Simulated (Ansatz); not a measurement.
# CH2N (sextet): the correlation ladder, def2-TZVPP

The task here is to estimate one member of a computed series from the others.

The runs use Ansatz 0.2.0, Gaussian basis; def2-TZVPP, core rule «outside noble gas», up to 2 orbitals frozen.

The runs, in order: UHF; ROHF; CCSD(T) on UHF.

## The geometry

The geometry is a PBE0/def2-TZVP stationary point (not a proven minimum) of the parent state, kept for this charge and spin.

4 atoms, charge 0, spin multiplicity 6.

Atoms are counted from 1 here; the program's logs count them from 0.

Bond lengths: N1–C2 1.365 Å, N1–H3 1.004 Å, N1–H4 1.004 Å. Angles: C2–N1–H3 120.7°, C2–N1–H4 120.7°, H3–N1–H4 118.6°.

Set-up of the first run:

in.yaml

```yaml
crystal:
  periodic: [false, false, false]
  atoms:
    - {symbol: N, position_ang: [0.000000, 0.000000, 0.548062]}
    - {symbol: C, position_ang: [0.000000, 0.000000, -0.817088]}
    - {symbol: H, position_ang: [0.000000, 0.863263, 1.060214]}
    - {symbol: H, position_ang: [0.000000, -0.863263, 1.060214]}
basis:
  gaussian: {orbitals: def2-TZVPP}
magnetization: {spin_polarized: true, initial_magnetization: 5}
hamiltonian: {xc: hf}
output: {orbitals: {seedname: orbitals}}
```

Command:

```bash
> ansatz run in.yaml --threads 1 --pin off --events-out ev --progress --plain --max-ram 2816MiB --backend cpu
```

Among the steps run: UHF; ROHF; CCSD(T) on UHF.

One table of the session follows, with a row left open; its other results are not shown here.

```
  method  from UCCSD(T) (meV)
    ROHF                    ?
     UHF              +7333.0
    UMP2               +920.3
   UCCSD               +224.1
UCCSD(T)                    0
```

**Question.** Estimate the row for ROHF.

**Answer.** from UCCSD(T) (meV): +7510.8. In the column «from UCCSD(T) (meV)» it is the highest.
